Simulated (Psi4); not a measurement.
# NO2 (nitrogen dioxide): UMP2/cc-pVTZ (density fitting, density fitting for correlation, sweep point 5)

Aim: the vertical ionisation energy of NO2 (nitrogen dioxide) at UMP2/cc-pVTZ (density fitting, density fitting for correlation, sweep point 5), from 2 runs. 

Program for the calculation: Psi4 1.11.

4 further runs of the same task are left out: 4 set aside as unsound or not needed.

## 1. The structure to begin with

NO2: 3 atoms, total charge 0, spin state doublet. As SMILES, `[O]N=O`. The shape is that of a GFN2-xTB optimisation.

Bond lengths: O1–N2 1.181 Å, N2–O3 1.181 Å. Angles: O1–N2–O3 137.9°.

## 2. A single-point energy at UMP2/cc-pVTZ (density fitting, density fitting for correlation, sweep point 5)

Contents of calc.dat:

```
memory 1600 mb

molecule molecule1 {
  0 2
  O      0.38113886    -2.06433682    -0.00918407
  N     -0.46842531    -0.01585480    -0.25739960
  O      0.08726755     2.08019162     0.26658366
  units bohr
  symmetry c1
}

set basis cc-pVTZ
set reference uhf
set puream true
set scf_type df
set num_frozen_docc 3
set d_convergence 1e-06
set e_convergence 1e-06
set maxiter 150

energy("mp2")
```

Run with:

```sh
psi4 -n 1 calc.dat calc.out
```

calc.out:

```text
[...]
  Running in c1 symmetry.
[...]
  Nuclear repulsion =   65.567001279351032
[...]
  Multiplicity = 2
[...]
  Nalpha       = 12
  Nbeta        = 11
[...]
    Number of basis functions: 90
[...]
   @DF-UHF iter   1:  -204.01289991252301   -4.55087e-01   5.79881e-03 DIIS/ADIIS
[...]
   @DF-UHF iter  11:  -204.11275788922538   -8.91680e-08   6.39925e-07 DIIS
[...]
   @S^2 Observed:                7.683521795E-01
[...]
    Orbital Energies [Eh]
    ---------------------
    Alpha Occupied:
       1A    -20.683984     2A    -20.683836     3A    -15.874306
       4A     -1.687086     5A     -1.510015     6A     -0.965523
       7A     -0.841123     8A     -0.806556     9A     -0.771940
      10A     -0.600245    11A     -0.529756    12A     -0.488110
    Alpha Virtual:
      13A      0.087605    14A      0.368721    15A      0.432850
      16A      0.543034    17A      0.565938    18A      0.588149
      19A      0.672636    20A      0.727664    21A      0.777008
      22A      0.803283    23A      0.828200    24A      0.848227
      25A      0.854425    26A      1.112907    27A      1.113171
[...]
  @DF-UHF Final Energy:  -204.11275788922538
   => Energetics <=
    Nuclear Repulsion Energy =             65.5670012793510324
    One-Electron Energy =                -409.4704064103008250
    Two-Electron Energy =                 139.7906472417244288
    Total Energy =                       -204.1127578892253780
  UHF NO Occupations:
  HONO-2 :   10  A 1.9970607
  HONO-1 :   11  A 1.9950422
[...]
 Multipole Moments:
 ------------------------------------------------------------------------------------
     Multipole            Electronic (a.u.)      Nuclear  (a.u.)        Total (a.u.)
 ------------------------------------------------------------------------------------
 L = 1.  Multiply by 2.5417464519 to convert [e a0] to [Debye]
 Dipole X            :         -0.2445770            0.0020984           -0.2424786
 Dipole Y            :         -0.0064217            0.0000625           -0.0063591
 Dipole Z            :          0.0000000           -0.0000000            0.0000000
 Magnitude           :                                                    0.2425620
[...]
```

It took 1.9 s on 1 thread of Intel Xeon 6975P-C (Granite Rapids), shared host; peak memory 0.22 GiB.

## 3. The singlet cation

Contents of job.inp:

```
memory 1600 mb

molecule {
  1 1
  O      0.38113886    -2.06433682    -0.00918407
  N     -0.46842531    -0.01585480    -0.25739960
  O      0.08726755     2.08019162     0.26658366
  units au
  symmetry c1
}

set basis cc-pVTZ
set puream true
set scf_type df
set num_frozen_docc 3
set d_convergence 1e-06
set e_convergence 1e-06

result, w = energy("mp2", return_wfn=True)
```

Run with:

```sh
psi4 -n 1 job.inp job.out
```

job.out:

```text
[...]
  Running in c1 symmetry.
[...]
  Nuclear repulsion =   65.567001279351032
[...]
  Multiplicity = 1
[...]
  Nalpha       = 11
  Nbeta        = 11
[...]
    Number of basis functions: 90
[...]
   @DF-RHF iter   1:  -203.46851195343680    8.93006e-02   7.85236e-03 ADIIS/DIIS
[...]
   @DF-RHF iter  10:  -203.67794390442592   -4.39598e-08   3.72977e-07 DIIS
[...]
    Orbital Energies [Eh]
    ---------------------
    Doubly Occupied:
       1A    -21.112675     2A    -21.112504     3A    -16.312527
       4A     -2.058688     5A     -1.883590     6A     -1.281782
       7A     -1.153364     8A     -1.150879     9A     -1.147685
      10A     -0.906910    11A     -0.892348
[...]
  @DF-RHF Final Energy:  -203.67794390442592
   => Energetics <=
    Nuclear Repulsion Energy =             65.5670012793510324
    One-Electron Energy =                -400.4640198337411334
    Two-Electron Energy =                 131.2190746499641989
    Total Energy =                       -203.6779439044259163
[...]
 Multipole Moments:
 ------------------------------------------------------------------------------------
     Multipole            Electronic (a.u.)      Nuclear  (a.u.)        Total (a.u.)
 ------------------------------------------------------------------------------------
 L = 1.  Multiply by 2.5417464519 to convert [e a0] to [Debye]
 Dipole X            :         -0.3055431            0.0020984           -0.3034447
 Dipole Y            :         -0.0084514            0.0000625           -0.0083889
 Dipole Z            :          0.0000000           -0.0000000            0.0000000
 Magnitude           :                                                    0.3035607
[...]
```

Run time: 1.9 s. Hardware: 1 thread of Intel Xeon 6975P-C (Granite Rapids), shared host; peak memory 0.21 GiB.

## 4. Results

At UMP2/cc-pVTZ (density fitting, density fitting for correlation, sweep point 5), 3 core orbitals frozen:

| quantity | value |
| --- | --- |
| doublet NO2: total energy | -204.77752 Eh |
| doublet NO2: HOMO energy (Hartree–Fock orbitals) (highest over α and β) | -13.28 eV |
| doublet NO2: LUMO energy (Hartree–Fock orbitals) (lowest over α and β) | 1.54 eV |
| doublet NO2: correlation energy (3 core orbitals frozen) | -664.8 mEh |
| doublet NO2: ⟨S²⟩ of the reference determinant | 0.768 |
| singlet cation: total energy | -204.40785 Eh |
| singlet cation: HOMO energy (Hartree–Fock orbitals) | -24.28 eV |
| singlet cation: LUMO energy (Hartree–Fock orbitals) | -10.36 eV |
| singlet cation: HOMO–LUMO gap (Hartree–Fock orbitals) | 13.92 eV |
| singlet cation: correlation energy (3 core orbitals frozen) | -729.9 mEh |
| vertical ionisation energy (to the singlet cation) | 10.059 eV |

In words: The vertical ionisation energy comes to 10.06 eV (232 kcal/mol). Only the singlet of the ionised species was computed; a triplet could lie lower.
